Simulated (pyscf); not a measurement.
Single points on ωB97X-D3(BJ)/def2-SVP structures (PySCF, gas phase).

**Question.** Estimate by transition-state theory the rate constant of F–Si(F)(F)–F + NH₃ → HF + H₂N–Si(F)(F)–F (singlet surface; F–Si, H–N broken, F–H, N–Si formed) at 1200 K, with ωB97M-D3(BJ)/def2-TZVP energies (ideal gas, 1 atm, RRHO with modes under 100 cm⁻¹ raised to 100, one conformer, R ln 2 for rigid chiral ones; no tunnelling).

**Answer.** The electronic barrier is 25.6 kcal/mol and the thermal terms add +37.3, so ΔG‡ = 63.0 kcal/mol. With k_BT/h = 2.50e+13 s⁻¹ and RT = 2.385 kcal/mol, and a volume of 1.64e-19 cm³ per molecule at 1 atm, k = 1.4e-17 cm³ molecule⁻¹ s⁻¹. Wigner's tunnelling factor for 655i cm⁻¹ would be 1.03. A shift of 1 kcal/mol in the barrier changes k by a factor 1.5. On the reactant side the descent ends in an adduct with a N–Si contact (not fully relaxed), 5.5 kcal/mol under the separated species and 30.4 kcal/mol under the saddle at ωB97X-D3(BJ)/def2-TZVP. On the product side the descent ends in a complex, 6.3 kcal/mol under the separated species and 14.9 kcal/mol under the saddle at ωB97X-D3(BJ)/def2-TZVP. What is counted as formed (N–Si) is already present as a longer contact in the reactant adduct; forming that adduct is a step of its own. One saddle was located; it need not be the lowest between these sides.
